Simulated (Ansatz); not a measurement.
Geometry optimisation, RKS PBE0-D4/def2-SVP (Ansatz 0.2.0).

Input file:

```yaml
crystal:
  periodic: [false, false, false]
  atoms:
    - { symbol: Si, position_ang: [0.0, 0.0, 0.0] }
    - { symbol: Si, position_ang: [1.3097, 0.0, 2.0349] }
    - { symbol: H, position_ang: [-0.0051, -0.4067, 2.5222] }
    - { symbol: H, position_ang: [2.3193, -0.9353, 2.5222] }
    - { symbol: H, position_ang: [1.6149, 1.342, 2.5222] }
    - { symbol: H, position_ang: [1.6588, 0.0, 0.0648] }
    - { symbol: Si, position_ang: [-1.0456, 1.8115, -0.7393] }
    - { symbol: H, position_ang: [-2.4302, 1.478, -1.0607] }
    - { symbol: H, position_ang: [-1.0215, 2.8436, 0.2931] }
    - { symbol: H, position_ang: [-0.3743, 2.3069, -1.9374] }
    - { symbol: H, position_ang: [-0.6877, -1.1914, -0.4862] }
basis:
  gaussian: { orbitals: def2-SVP }
hamiltonian:
  xc: pbe0
  dispersion: d4
relax:
  f_tol: 0.15
  max_steps: 25
  restrain:
    - { distance: [1, 5], at: 2.66, k: 30.0 }
    - { distance: [0, 1], at: 2.22, k: 30.0 }
    - { distance: [0, 5], at: 1.46, k: 30.0 }
output:
  orbitals: {}
```

Command:

```bash
$ ansatz run input.yaml --threads 2 --pin off --max-ram 3072MiB --backend cpu --events-out ev --progress --plain --runs-dir out
```

Question: Where does it end, and by what steps?

Answer: It converged. The restraints hold the end off the free minimum. After 6 steps the energy has fallen by 2.756 eV (the restraints' own energy left out); H3 moved furthest, 0.70 Å.

```json
{"step": "0", "energy less start (eV)": "0.0000", "largest force component (eV/Å)": "2.939", "accepted": "yes"}
{"step": "1", "energy less start (eV)": "-0.9318", "largest force component (eV/Å)": "2.438", "accepted": "yes"}
{"step": "2", "energy less start (eV)": "-1.7615", "largest force component (eV/Å)": "2.155", "accepted": "yes"}
{"step": "3", "energy less start (eV)": "-2.4171", "largest force component (eV/Å)": "1.135", "accepted": "yes"}
{"step": "4", "energy less start (eV)": "-2.6518", "largest force component (eV/Å)": "1.077", "accepted": "yes"}
{"step": "5", "energy less start (eV)": "-2.7307", "largest force component (eV/Å)": "1.358", "accepted": "yes"}
{"step": "6", "energy less start (eV)": "-2.7559", "largest force component (eV/Å)": "1.296", "accepted": "yes"}
```

```xyz
11
Properties=species:S:1:pos:R:3
Si 0.310 -0.022 -0.031
Si 0.912 -0.033 2.133
H -0.142 -0.207 3.181
H 1.948 -1.103 2.313
H 1.578 1.291 2.346
H 1.716 0.173 -0.416
Si -0.984 1.816 -0.697
H -2.420 1.415 -0.803
H -0.859 2.912 0.312
H -0.527 2.326 -2.027
H -0.194 -1.320 -0.577
```

The run took 12 s on 2 threads of Arm Neoverse V2, with other jobs on the host, peak memory 0.19 GiB.
